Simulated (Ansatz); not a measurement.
Ideal-gas functions of `[CH2]N` radical at 400 K and 1 bar, from an Ansatz frequency run at PBE0-D4/def2-TZVP.

Molar mass 30.05 g/mol, point group Cs (symmetry number 1), electronic degeneracy 2, moments of inertia 3.427, 18.215, 21.071 u Å². Harmonic wavenumbers (cm⁻¹, unscaled): 444, 598, 681, 937, 1249, 1324, 1478, 1652, 3167, 3278, 3571, 3674.

Use S(trans) = R[1.5 ln M + 2.5 ln T − 1.1517]; rotational temperatures θ = 24.2544 K / I; S(rot) = R[ln(√π/σ · √(T³/θAθBθC)) + 1.5]; for each mode x = 1.438777 ν̃/T, S = R[x/(eˣ − 1) − ln(1 − e⁻ˣ)] and H = RT x/(eˣ − 1); 1 cm⁻¹ = 0.0119627 kJ/mol; R = 8.31446 J/(mol·K).

By hand: the entropy, in J/(mol·K).

Translation 157.4. Rotation: θ = 7.0774, 1.3316, 1.1511 K, giving 82.0. Vibration, mode by mode: 5.25, 3.38, 2.68, 1.29, 0.52, 0.41, 0.26, 0.15, 0.00, 0.00, 0.00, 0.00, in all 13.9. Electronic 5.8. Sum 259.1 J/(mol·K).

By hand: H − E and G − E in kJ/mol, counted from the electronic energy.

Zero-point energy ½ × 22053 × 0.0119627 = 131.9; thermal vibration 3.9; translation, rotation and pV give 4 RT = 13.3. H − E = 149.1 kJ/mol, and G − E = 149.1 − 400 × 259.1/1000 = 45.5 kJ/mol.

Vibration gives 5 % of the entropy.
